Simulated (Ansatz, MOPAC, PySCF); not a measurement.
# How well does each level of theory give the band gap of rock-salt MgO?

Reference value: 8.36 eV (measured, zero-point renormalisation of 0.53 eV added back here (the table's ZPR column); inputs from Chen et al. (2018), doi:10.1103/physrevmaterials.2.073803).

```tsv
level (code)	value (eV)	cell (Å³/atom)
MNDO semi-empirical Hartree-Fock (MOPAC)	10.54	9.31
LDA (Ansatz)	?	9.31
PBE (Ansatz)	?	9.31
PBEsol (Ansatz)	4.67 (direct)	9.31
rVV10 (Ansatz)	4.47 (direct)	9.61
r²SCAN (Ansatz)	5.67 (direct)	9.31
r²SCANh (Ansatz)	6.64 (direct)	9.21
Hartree–Fock (Ansatz)	15.67 (direct)	9.31
QSGW@PBE (PySCF)	?	9.31
```

### Question
What belongs in the gaps?

### Answer

- LDA (Ansatz, a first-principles code), value (eV): 4.69 (direct)
- PBE (Ansatz), value (eV): 4.78 (direct)
- QSGW@PBE (PySCF), value (eV): 9.05 ± 0.2

Errors against the reference: MNDO semi-empirical Hartree-Fock (MOPAC) +2.18 eV, LDA -3.67 eV, PBE -3.58 eV, PBEsol -3.69 eV, rVV10 -3.89 eV, r²SCAN -2.69 eV, r²SCANh -1.72 eV, Hartree–Fock +7.31 eV, QSGW@PBE +0.69 eV.

Leaving aside MNDO semi-empirical Hartree-Fock (MOPAC) (doubt noted below): Closest of the ranked levels: QSGW@PBE (+0.69 eV). Among them Hartree–Fock (+7.31 eV) misses by most. Every ranked level misses the reference by more than 0.5 eV.

Published values of wave-function and many-body methods: 8.34 eV (published EOM-CCSD value, GTH pseudopotentials, extrapolated to the thermodynamic and basis limits; Vo et al. (2024), arXiv:2310.03887).

Density-functional gaps are differences of (generalised) Kohn–Sham levels of a static lattice; semilocal ones lie below quasiparticle gaps as a rule. Measured gaps hold zero-point and thermal shifts unless a correction is named.  A ± on a computed value is a rough bar: the spread of its extrapolation, a floor set from checks against published values, or a statistical error. MNDO semi-empirical Hartree-Fock (MOPAC): the gap is read on the k mesh or supercell of the run alone and can be too large. MNDO semi-empirical Hartree-Fock (MOPAC): the method was fitted mainly to molecules. MNDO semi-empirical Hartree-Fock (MOPAC): gaps of these semi-empirical methods are Hartree–Fock-like level differences, and their formation enthalpies are fitted 298 K values. Values are at the measured cell; rVV10 at the level's own relaxed cell; r²SCANh at the level's own equilibrium cell. Cutoffs and k meshes differ between the levels. Ansatz's density-functional and Hartree–Fock values are scalar-relativistic unless marked +SOC, with PAW data made under PBE.

Differences are worked out from the printed values.
